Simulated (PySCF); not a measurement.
# Field gradients at the hydrogen positions

Species: C₅H₅F.
Numbering: `[CH2:1]=[CH:2][C:3]#[C:4][CH2:5][F:6]` (hydrogens: H7, H8 on C1; H9 on C2; H10, H11 on C5)

Geometry (PBE0-D3(BJ)/def2-SVP, Å), atoms numbered from 1 in this order:
```
atom  x, y, z in Å
C1     2.5100    0.5100    0.4881
C2     1.6668   -0.2765   -0.1960
C3     0.2496   -0.1644   -0.1750
C4    -0.9640   -0.0980   -0.1810
C5    -2.4161    0.0011   -0.1726
F6    -3.0055   -0.9652   -0.9454
H7     2.1441    1.3164    1.1282
H8     3.5898    0.3616    0.4202
H9     2.0674   -1.0770   -0.8296
H10   -2.7914   -0.0964    0.8618
H11   -2.7252    0.9923   -0.5500
```

Level: PBE0/pcSseg-1 (PySCF, non-relativistic); Q(2H) = 0.00286 b; rigid geometry, the same for H and D, with no vibrational averaging.

**Question.** Rank these positions by the coupling χzz of a deuteron there, largest first.
A. H9 (vinylic hydrogen)
B. H11 (methylene hydrogen)
C. H8 (vinylic hydrogen)

**Answer.** C (206 kHz), A (199 kHz), B (181 kHz).

**Question.** Give the electric field gradient Vzz (the principal value of largest size), its asymmetry and the 2H coupling at each hydrogen.

**Answer.** 
| atom | bonded to | bond length (Å) | Vzz (au) | η | χzz (kHz) |
| --- | --- | --- | --- | --- | --- |
| H7 | C1 | 1.093 | 0.3049 | 0.05 | 205 |
| H8 | C1 | 1.092 | 0.3068 | 0.05 | 206 |
| H9 | C2 | 1.097 | 0.2961 | 0.07 | 199 |
| H10 | C5 | 1.105 | 0.2698 | 0.07 | 181 |
| H11 | C5 | 1.105 | 0.2698 | 0.07 | 181 |

**Question.** A static deuteron (I = 1) shows a doublet split by (3/2)χ, (3/4)χ(1 + η) and (3/4)χ(1 − η) with the field along z, y and x of the gradient. What are these for H8?

**Answer.** With |χ| = 206.2 kHz and η = 0.054: 309, 163 and 146 kHz, to first order and without motion.

Isolated species at its PBE0-D3(BJ)/def2-SVP geometry, gas phase. The small basis limits the accuracy of the gradients.

These values come from a run that also computed NMR shieldings. Hardware: one thread of an Arm Neoverse N1, shared host. Cost: 15 s of wall time.
